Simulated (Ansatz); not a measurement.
Two shapes of singlet CHO(+).

Shape 1:

```xyz
3

H     0.0000    0.0000   -1.6262
C     0.0000    0.0000   -0.5149
O     0.0000    0.0000    0.5895
```

Shape 2:

```xyz
3

H    -0.0401   -0.0069   -1.5971
C    -0.0324   -0.0041   -0.5528
O    -0.0338   -0.0322    0.6073
```

Basis set: cc-pVDZ (spherical functions). Left uncorrelated: 2 orbitals. Charge 1, multiplicity 1.

Computed with Ansatz (development build ahead of 0.2.0); each method stands on the lowest determinant of its kind that the runs found.

Question: Which shape is lower in energy, and by how much in each method?

Answer:

| method | E(2) − E(1) (eV) |
| --- | --- |
| RHF | 0.462 |
| RHF-MP2 | 0.099 |

Shape 1 is lower.
